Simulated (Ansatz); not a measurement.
HN–SH, quartet in cc-pVDZ: errors against UCCSDT(Q)

Geometry: that of the HN–SH, doublet, kept fixed. The doublet lies 5.9 eV lower here.

```tsv
atom	x (Å)	y (Å)	z (Å)
N	0.0000	-0.1878	1.0997
S	0.0000	0.0962	-0.5000
H	0.0000	0.7404	1.5312
H	0.0000	-1.1895	-0.9067
```

Basis cc-pVDZ; Ansatz 0.2.0. Correlated methods freeze the noble-gas cores, which leaves 13 electrons in 36 orbitals. R marks a restricted (for open shells ROHF) determinant, U an unrestricted one. Active spaces: valence = (13e, 10o) chosen from the atoms' valence shells.

Full CI isn't at hand for all of this; UCCSDT(Q) serves as the reference, and is uncertain by about the last step of the cluster series. The frozen core follows each run's orbitals, which can shift R against U totals by a few meV.

For open shells CISD is restricted-active-space CI with the open shells as a complete middle space.

```
UHF ⟨S²⟩                          : 3.782
T1 diagnostic (RCCSD)             : 0.0505
largest doubles amplitude (RCCSD) : 0.082
T1 diagnostic (UCCSD)             : 0.0451
```

| level | E − E(RHF) (eV) |
| --- | --- |
| UHF | -0.3901 |
| RMP2 | -7.8704 |
| UMP2 | -7.7489 |
| RCCSD | -8.6523 |
| UCCSD | -8.6677 |
| RCCSD(T) | -8.9653 |
| UCCSD(T) | -8.9650 |

(1) Estimate how far UCCSDT(Q) in cc-pVDZ lies from RCCSD(T). The table doesn't fix it; the size of (T) and the diagnostics are the guide.

(1) UCCSDT(Q) in cc-pVDZ lies 1.73 kcal/mol below RCCSD(T), which is 24 % of the (T) step (-7.22 kcal/mol). T1 is raised, but (T) still catches most of what CCSD lacks. The miss exceeds 1 kcal/mol.

The other levels:

```tsv
level	E − E(UCCSDT(Q)) (kcal/mol)	share of correlation (%)	wall time
CISD	25.80	87.63	4.1 s
BCCD(T)	1.59	99.24	1.7 s
RCCSDT	0.79	99.62	–
UCCSDT	0.74	99.65	–
RCCSDT(Q)	0.09	99.96	15 s
CASSCF (valence space)	161.49	22.54	–
NEVPT2 (valence space)	32.96	84.19	1.7 s
MRCISD (valence space)	15.50	92.57	–
MRCISD+Q (valence space)	2.41	98.84	3.2 s
MRCISD+Q(relaxed) (valence space)	0.97	99.53	4.4 s
```

The correlation energy at UCCSDT(Q), counted from RHF, is -9.040 eV. That run took 13 s on 1 thread of AMD EPYC 9R45, shared host.

Times hold each run's SCF and search for its determinant on a shared host, so for small cases they say little of a method's own cost; they ran on 1 thread of AMD EPYC 9R45.

Natural occupations of CASSCF (valence space) about the gap: 1.974 1.968 1.963 1.031 1.029 0.996 0.032 0.025; effectively unpaired electrons, Σ n²(2−n)², 3.02.
